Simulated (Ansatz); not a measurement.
Reaction (formal exchange of groups at a C–Cl bond): `OC(F)(F)Cl` + `C=C` → `C=CC(O)(F)F` + HCl

Computed with Ansatz on PBE0-D4/def2-TZVP structures; ΔE is electronic, products minus reactants. CCSD(T)/CBS is the MP2 limit (def2-TZVPP, def2-QZVPP) plus CCSD(T) − MP2 in def2-TZVPP, frozen cores. This one scheme is used for every species. Functionals use def2-TZVPP. B3LYP here is the variant with VWN-RPA as its local correlation; programs differ in this. One conformer a species, not always the lowest.

Q: Is it downhill or uphill in electronic energy at CCSD(T)/CBS, and by how much? (An estimate is asked.)

A: Computed: Downhill: ΔE = -57.9 kJ/mol.

Q: What do these levels give: PBE-D4, PBE0-D4, B3LYP-D4, B3LYP, CCSD/def2-TZVPP, CCSD/CBS(def2)? (Best estimate.)

A: The calculation gave: PBE-D4 -48.0, PBE0-D4 -52.4, B3LYP-D4 -53.1, B3LYP -50.3, CCSD/def2-TZVPP -60.1, CCSD/CBS(def2) -59.3 kJ/mol.

Largest T1 diagnostic among the species: 0.012.

From PBE to PBE0 (25 % exact exchange), in def2-TZVPP and without D4, ΔE moves by −4.6 kJ/mol.
